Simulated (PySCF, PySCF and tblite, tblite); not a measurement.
# 2,2,2-trifluoroethanol (C₂H₃F₃O): conformers and averaged spectra, part 2 of 2

PySCF and tblite. Atoms count from 0. Earlier steps stand in the parts before.

### Step 5. Couplings, conformer 1: B3LYP/pcJ-1

Job settings and geometry (Å):

```
{"job": {"xc": "B3LYP", "basis": "pcJ-1", "kind": "j"}, "charge": 0, "multiplicity": 1}
O     -0.037667     1.513134     0.572217
C      0.589090     0.434857    -0.044673
C     -0.282815    -0.823940    -0.021415
F     -1.483570    -0.584484    -0.579138
F     -0.514716    -1.281254     1.210129
F      0.276654    -1.823360    -0.716583
H     -0.877838     1.705205     0.135401
H      0.839897     0.635679    -1.096561
H      1.504526     0.230156     0.515444
```

Standard output:

```text
coarse grid: 8376 points
cycle   1  E = -452.5257312189  dE =  9.097e-01  |g| = 1.095e+00  |ddm| = 2.381e+00
cycle   2  E = -452.2279298293  dE =  2.978e-01  |g| = 1.785e+00  |ddm| = 1.428e+00
cycle   3  E = -452.7167378797  dE = -4.888e-01  |g| = 6.666e-02  |ddm| = 9.311e-01
cycle   4  E = -452.7171973676  dE = -4.595e-04  |g| = 4.779e-02  |ddm| = 6.711e-02
cycle   5  E = -452.7176147168  dE = -4.173e-04  |g| = 9.882e-03  |ddm| = 2.917e-02
cycle   6  E = -452.7176272065  dE = -1.249e-05  |g| = 3.432e-03  |ddm| = 6.059e-03
cycle   7  E = -452.7176291632  dE = -1.957e-06  |g| = 4.174e-04  |ddm| = 2.192e-03
final grid: 84552 points
cycle   8  E = -452.7796531343  dE = -1.849e-04  |g| = 7.073e-03  |ddm| = 1.394e-02
cycle   9  E = -452.7796458572  dE =  7.277e-06  |g| = 9.743e-03  |ddm| = 7.931e-03
cycle  10  E = -452.7796601094  dE = -1.425e-05  |g| = 6.350e-04  |ddm| = 4.663e-03
cycle  11  E = -452.7796601402  dE = -3.077e-08  |g| = 4.281e-04  |ddm| = 5.797e-04
cycle  12  E = -452.7796601760  dE = -3.585e-08  |g| = 4.109e-05  |ddm| = 2.758e-04
cycle  13  E = -452.7796601762  dE = -1.762e-10  |g| = 2.141e-05  |ddm| = 2.898e-05
converged SCF energy = -452.7796601762

Indirect spin-spin couplings (Hz)
  i      j    bonds     total        FC       PSO       DSO        SD
  0 O    1 C    1     20.636    22.666    -0.370    -0.119    -1.541
  0 O    2 C    2     -0.992    -1.419     0.548    -0.039    -0.082
  0 O    3 F    3      2.987     1.384     1.464     0.007     0.132
  0 O    4 F    3      1.395     0.258     0.878     0.014     0.245
  0 O    5 F    3      4.774     5.466     1.158     0.221    -2.072
  0 O    6 H    1    -73.753   -61.670   -11.504    -0.381    -0.197
  0 O    7 H    2     -2.892    -2.594    -0.649     0.170     0.181
  0 O    8 H    2    -14.287   -13.748    -0.776     0.080     0.157
  1 C    2 C    1     65.328    65.071    -1.349     0.427     1.180
  1 C    3 F    2     31.711    32.544    -2.229     0.069     1.327
  1 C    4 F    2     30.663    31.277    -2.279     0.045     1.619
  1 C    5 F    2     39.876    43.482    -3.904     0.083     0.216
  1 C    6 H    2     -2.751    -2.851     0.586    -0.495     0.009
  1 C    7 H    1    149.436   148.252    -0.115     1.157     0.141
  1 C    8 H    1    156.098   154.973    -0.200     1.145     0.179
  2 C    3 F    1   -340.853  -318.499   -33.603     1.420     9.829
  2 C    4 F    1   -359.355  -331.049   -38.157     1.410     8.441
  2 C    5 F    1   -351.739  -327.488   -35.108     1.391     9.466
  2 C    6 H    3      1.308     1.476    -0.356     0.257    -0.070
  2 C    7 H    2     -0.602    -0.739    -0.319     0.386     0.070
  2 C    8 H    2     -3.950    -4.124    -0.278     0.365     0.086
  3 F    4 F    2     54.796    46.538   -40.555    -0.347    49.160
  3 F    5 F    2     86.357    48.760   -14.470    -0.384    52.451
  3 F    6 H    4     -0.856    -0.450    -1.841     1.820    -0.385
  3 F    7 H    3      0.362    -0.524     1.249    -0.070    -0.293
  3 F    8 H    3     21.929    22.224     1.851    -2.148     0.003
  4 F    5 F    2     64.459    42.854   -28.212    -0.439    50.256
  4 F    7 H    3     25.948    26.303     1.790    -2.125    -0.019
  4 F    8 H    3      2.496     1.997     0.711     0.182    -0.393
  5 F    6 H    4     -1.925    -0.943     0.783    -1.542    -0.222
  5 F    7 H    3     -1.156    -0.997     0.183     0.344    -0.685
  5 F    8 H    3     -2.704    -2.791     0.611    -0.097    -0.427
  6 H    7 H    3      1.266     1.349     0.699    -0.838     0.056
  6 H    8 H    3     17.771    17.779     4.384    -4.421     0.029
  7 H    8 H    2    -12.874   -13.310     1.953    -1.821     0.304
```

Run time: 49 s. Hardware: 1 thread of Arm Neoverse N1, shared host; peak memory 0.76 GiB.

This run: HOMO -8.48 eV, LUMO 0.81 eV; dipole 1.64 D.

### Step 6. Couplings, conformer 2: B3LYP/pcJ-1

Job settings and geometry (Å):

```
{"job": {"xc": "B3LYP", "basis": "pcJ-1", "kind": "j"}, "charge": 0, "multiplicity": 1}
O      0.918037     1.224851     0.024869
C      0.582294    -0.130388    -0.027302
C     -0.940234    -0.234712     0.016773
F     -1.527858     0.376621    -1.011863
F     -1.458753     0.273409     1.134854
F     -1.318555    -1.525007    -0.033047
H      1.875639     1.324651    -0.003333
H      0.912666    -0.610067    -0.959394
H      0.970326    -0.693364     0.833264
```

Standard output:

```text
coarse grid: 8376 points
cycle   1  E = -452.5258442400  dE =  9.166e-01  |g| = 1.088e+00  |ddm| = 2.382e+00
cycle   2  E = -452.2638707096  dE =  2.620e-01  |g| = 1.723e+00  |ddm| = 1.474e+00
cycle   3  E = -452.7141733096  dE = -4.503e-01  |g| = 6.613e-02  |ddm| = 9.490e-01
cycle   4  E = -452.7146828757  dE = -5.096e-04  |g| = 4.288e-02  |ddm| = 6.231e-02
cycle   5  E = -452.7150373981  dE = -3.545e-04  |g| = 8.574e-03  |ddm| = 2.715e-02
cycle   6  E = -452.7150468577  dE = -9.460e-06  |g| = 3.153e-03  |ddm| = 5.049e-03
final grid: 84552 points
cycle   7  E = -452.7758601445  dE = -1.842e-04  |g| = 6.925e-03  |ddm| = 1.386e-02
cycle   8  E = -452.7758526257  dE =  7.519e-06  |g| = 9.825e-03  |ddm| = 7.322e-03
cycle   9  E = -452.7758659370  dE = -1.331e-05  |g| = 5.631e-04  |ddm| = 4.696e-03
cycle  10  E = -452.7758659698  dE = -3.279e-08  |g| = 3.017e-04  |ddm| = 4.589e-04
cycle  11  E = -452.7758659836  dE = -1.387e-08  |g| = 4.334e-05  |ddm| = 1.917e-04
cycle  12  E = -452.7758659839  dE = -2.352e-10  |g| = 1.470e-05  |ddm| = 2.516e-05
converged SCF energy = -452.7758659839

Indirect spin-spin couplings (Hz)
  i      j    bonds     total        FC       PSO       DSO        SD
  0 O    1 C    1     17.824    20.511    -0.888    -0.121    -1.678
  0 O    2 C    2    -11.115   -11.348     0.266    -0.059     0.025
  0 O    3 F    3      2.629     1.603     1.115    -0.037    -0.051
  0 O    4 F    3      2.642     1.621     1.107    -0.037    -0.049
  0 O    5 F    3     -1.267    -2.547     1.371     0.210    -0.303
  0 O    6 H    1    -78.134   -65.525   -11.983    -0.343    -0.283
  0 O    7 H    2     -2.912    -2.593    -0.676     0.163     0.194
  0 O    8 H    2     -2.928    -2.609    -0.676     0.163     0.194
  1 C    2 C    1     73.842    73.549    -1.326     0.429     1.190
  1 C    3 F    2     30.049    30.798    -2.373     0.046     1.578
  1 C    4 F    2     30.092    30.840    -2.373     0.046     1.578
  1 C    5 F    2     47.200    50.936    -3.850     0.097     0.017
  1 C    6 H    2     -1.306    -1.493     0.674    -0.537     0.050
  1 C    7 H    1    148.830   147.642    -0.125     1.154     0.159
  1 C    8 H    1    148.866   147.678    -0.125     1.154     0.159
  2 C    3 F    1   -354.230  -326.119   -37.949     1.427     8.411
  2 C    4 F    1   -354.212  -326.115   -37.936     1.427     8.412
  2 C    5 F    1   -331.505  -310.545   -32.568     1.404    10.205
  2 C    6 H    3     14.478    14.363     0.584    -0.534     0.065
  2 C    7 H    2     -4.743    -4.884    -0.337     0.394     0.086
  2 C    8 H    2     -4.731    -4.873    -0.337     0.393     0.086
  3 F    4 F    2     44.963    44.439   -45.587    -0.393    46.504
  3 F    5 F    2     80.026    47.762   -19.812    -0.398    52.475
  3 F    6 H    4     -1.174    -0.943     1.958    -2.045    -0.144
  3 F    7 H    3      1.682     1.027     0.915     0.086    -0.345
  3 F    8 H    3     22.323    22.686     1.764    -2.159     0.032
  4 F    5 F    2     79.720    47.534   -19.870    -0.398    52.455
  4 F    6 H    4     -1.171    -0.944     1.964    -2.047    -0.144
  4 F    7 H    3     22.371    22.735     1.763    -2.158     0.031
  4 F    8 H    3      1.723     1.073     0.909     0.090    -0.348
  5 F    6 H    4      4.855     4.861     1.795    -1.957     0.156
  5 F    7 H    3     -1.121    -0.958     0.280     0.213    -0.656
  5 F    8 H    3     -1.161    -1.001     0.285     0.208    -0.652
  6 H    7 H    3      1.584     1.671     0.804    -0.956     0.064
  6 H    8 H    3      1.532     1.622     0.814    -0.966     0.063
  7 H    8 H    2     -8.825    -9.294     1.946    -1.795     0.317
```

Run time: 48 s. Hardware: 1 thread of Arm Neoverse N1, shared host; peak memory 0.76 GiB.

Key values: HOMO -8.39 eV, LUMO 0.45 eV; dipole 3.52 D.

### Step 7. The ensemble: properties at PBE0/pcSseg-1

Job settings and geometry (Å):

```
{"job": {"study": "conf", "smiles": "OCC(F)(F)F", "search": {"seed": 8642, "n_embed": 60, "ff_keep": 14, "window": 3.0, "nmax": 10, "temps": [180, 230, 298.15, 330, 400], "t_ref": 298.15, "order": 0.0005}, "level": {"nmr": {"xc": "PBE0", "basis": "pcSseg-1"}, "j": {"xc": "B3LYP", "basis": "pcJ-1"}}, "kind": "conf"}, "charge": 0, "multiplicity": 1}
O     -0.037667     1.513134     0.572217
C      0.589090     0.434857    -0.044673
C     -0.282815    -0.823940    -0.021415
F     -1.483570    -0.584484    -0.579138
F     -0.514716    -1.281254     1.210129
F      0.276654    -1.823360    -0.716583
H     -0.877838     1.705205     0.135401
H      0.839897     0.635679    -1.096561
H      1.504526     0.230156     0.515444
```

Standard output:

```text
conformer  sym    E(xTB)   E(DFT)   G(298.15 K)  weight  dipole/D
    1     C1      0.000    0.000    0.000   0.9867    1.648
    2     Cs      2.208    2.384    2.553   0.0133    3.490

mean shielding (ppm) by class
class atoms           180 K      230 K   298.15 K      330 K      400 K
  0 O  0            322.277    322.275    322.267    322.262    322.249
  1 C  1            119.085    119.084    119.082    119.081    119.077
  2 C  2             53.178     53.181     53.189     53.195      53.21
  3 F  3,4,5        266.676    266.662    266.622    266.596    266.525
  4 H  6             30.632     30.633     30.637     30.639     30.645
  5 H  7,8           27.503     27.502     27.501     27.501     27.499
```

Wall time 2.1 min (1 thread of Arm Neoverse N1, shared host). This counts the runs that the step sums up.

The search (ETKDG and KDG, MMFF94s, GFN2-xTB) embedded 60 structures, kept 2 distinct ones after the force field and 2 after xTB; 2 were carried on (window 3.0 kcal/mol at the search's own energies). Energies: PBE0/pcSseg-1 with D3(BJ).

Conformer by conformer (298 K):

```csv
no.,group,mirror pair,ΔE xTB,ΔE DFT,ΔG,weight (%),μ (D),H6–O0–C1–C2 (°),"A, B, C (GHz)"
1,C1,yes,0.00,0.00,0.00,98.7,1.65,-59,"5.36, 2.81, 2.78"
2,Cs,no,2.21,2.38,2.55,1.3,3.49,-180,"5.39, 2.83, 2.79"
```

Energies in kcal/mol. ΔG holds xTB vibrations and rotation, symmetry numbers and mirror pairs.

Weights (%) by temperature:

```
no.  180 K  230 K  298 K  330 K  400 K
  1   99.9   99.6   98.7   98.1   96.5
  2    0.1    0.4    1.3    1.9    3.5
```

Other ways of weighting, at the same temperature:

```csv
scheme,1,2,mean μ (D)
DFT free energy,99,1,1.67
"DFT energy, symmetry counted",99,1,1.66
DFT energy alone,98,2,1.68
"xTB energy, symmetry counted",99,1,1.67
xTB free energy,98,2,1.68
lowest conformer only,100,0,1.65
equal weights,50,50,2.57
```

Shifts against references run at the same level (¹⁹F CFCl3 170.9, ¹⁷O H2O 336.1, ¹H TMS 31.72, ¹³C TMS 186.9 ppm of shielding), by class of atoms, at 298 K:

```
     atoms                         environment  no. 1  no. 2  average  measured
        C2                          CF3 carbon  133.7  132.8    133.7         –
        C1                 sp3 CH2 bonded to O   67.8   68.1     67.8         –
    H7, H8  hydrogen on an sp3 CH2 bonded to O   4.21   4.32     4.22         –
        H6       hydrogen on an alcohol oxygen   1.09   0.68     1.08         –
        O0                      alcohol oxygen   13.8   14.6     13.8         –
F3, F4, F5             fluorine of a CF3 group  -95.7  -91.3    -95.7     -77.8
```

Measured: G. Saielli, R. Bini, A. Bagno, Computational 19F NMR. 2. Organic compounds, RSC Adv. 2014, ESI (exp. from Berger-Braun-Kalinowski 1994 and Everett 1995).

Couplings (Hz, B3LYP/pcJ-1; one pair named for each class), from conformers that hold 100 % of the weight:

```
 pair  bonds   no. 1   no. 2  average
C2–F3      1  -350.6  -346.6   -350.6
C1–H7      1   152.8   148.8    152.7
O0–H6      1   -73.8   -78.1    -73.8
C1–C2      1    65.3    73.8     65.4
O0–C1      1    20.6    17.8     20.6
F3–F4      2    68.5    68.2     68.5
C1–F3      2    34.1    35.8     34.1
H7–H8      2   -12.9    -8.8    -12.8
O0–H7      2    -8.6    -2.9     -8.5
C1–H6      2    -2.8    -1.3     -2.7
C2–H7      2    -2.3    -4.7     -2.3
O0–C2      2    -1.0   -11.1     -1.1
H6–H7      3     9.5     1.6      9.4
F3–H7      3     7.8     7.6      7.8
O0–F3      3     3.0     1.3      3.0
C2–H6      3     1.3    14.5      1.5
F3–H6      4    -0.9     0.8     -0.9
```

Effective distances for nuclear Overhauser effects, ⟨r⁻⁶⟩^(−1/6) over all pairs of two classes (Å): H6···H7 2.53.

### Step 8. What came out

This closing draws on all 2 parts.

| quantity | value |
| --- | --- |
| conformers | 2; the first in weight is no. 1 (C1), 99 % at 298 K |
| root-mean-square dipole | 1.69 D |
| averaged ¹³C shifts (PBE0/pcSseg-1) | 133.7, 67.8 ppm |
| averaged ¹H shifts (PBE0/pcSseg-1) | 4.22, 1.08 ppm |
| averaged ¹⁹F shifts (PBE0/pcSseg-1) | -95.7 ppm |

**Reading.** At 298 K conformer 1 holds 99 % of the ensemble (100 % at 180 K, 96 % at 400 K). Against 1 measured ¹⁹F shift the average misses by 17.9 ppm, the leading conformer alone by 17.9 ppm. Vibration and solvent are missing from the shifts, so part of that gap is not the functional's. Among vicinal couplings, C2–H6 differs most between the conformers listed (1.3 for no. 1, 14.5 for no. 2; average 1.5 Hz). Protons on O, N, S or Se exchange and bind to solvent, so their values hold for the lone molecule only.
